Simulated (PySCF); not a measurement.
Which basis set comes closest?

Molecule: SMILES CCS(=O)(=O)Cl, C2H5ClO2S.

Molfile (atoms numbered from 1):
```
C2H5ClO2S
     RDKit          3D

 11 10  0  0  0  0  0  0  0  0999 V2000
   -1.7482    4.9109    1.2104 C   0  0  0  0  0  0  0  0  0  0  0  0
   -0.6592    4.4663    2.1561 C   0  0  0  0  0  0  0  0  0  0  0  0
    0.9871    4.6394    1.4712 S   0  0  0  0  0  6  0  0  0  0  0  0
    1.0020    4.1478    0.1104 O   0  0  0  0  0  0  0  0  0  0  0  0
    1.9585    4.2068    2.4504 O   0  0  0  0  0  0  0  0  0  0  0  0
    1.1114    6.7389    1.3678 Cl  0  0  0  0  0  0  0  0  0  0  0  0
   -2.7291    4.7210    1.6693 H   0  0  0  0  0  0  0  0  0  0  0  0
   -1.6900    4.3579    0.2629 H   0  0  0  0  0  0  0  0  0  0  0  0
   -1.6680    5.9857    0.9957 H   0  0  0  0  0  0  0  0  0  0  0  0
   -0.6958    3.3873    2.3818 H   0  0  0  0  0  0  0  0  0  0  0  0
   -0.6294    5.0174    3.1069 H   0  0  0  0  0  0  0  0  0  0  0  0
  1  2  1  0
  2  3  1  0
  3  4  2  0
  3  5  2  0
  3  6  1  0
  1  7  1  0
  1  8  1  0
  1  9  1  0
  2 10  1  0
  2 11  1  0
M  END
```

Geometry PBE0-D3(BJ)/def2-SVP throughout; GIAO in PySCF, gas phase, one conformer, non-relativistic; equivalent atoms averaged; functional PBE0.

Reference values (measured; solution, not stated per compound (mostly CDCl3 or CCl4); Pretsch, Buehlmann, Badertscher, Structure Determination of Organic Compounds, 4th ed. (2009)): δ(C2) = 60.2 ppm, δ(C1) = 9.1 ppm. Computed shifts are taken against TMS, calculated as an isolated molecule at each level.

Question: How do the basis sets pcSseg-0, cc-pVDZ, aug-cc-pVDZ, cc-pVTZ, IGLO-III perform against the reference? Times are CPU seconds on 1 thread of an Intel Xeon 6975P-C, shared host.

Answer: 
```tsv
basis set	functions	C2	C1	mean abs. error C	core-s
pcSseg-0	72	73.9	10.6	7.6	4.2
cc-pVDZ	117	63.6	10.3	2.3	7.7
aug-cc-pVDZ	191	64.5	9.9	2.5	14
cc-pVTZ	258	64.2	10.1	2.5	23
IGLO-III	278	67.2	10.7	4.3	26
```

For 13C the closest is cc-pVDZ (2.3 ppm, with cc-pVTZ, aug-cc-pVDZ practically level) and the furthest pcSseg-0 (7.6 ppm). Where a smaller basis beats a larger one, errors probably cancel. One molecule is a small sample, and vibrational and solvent effects are absent from the calculation.

A small basis that lands close on one nucleus may do so by chance; judge by the trend and by all nuclei.
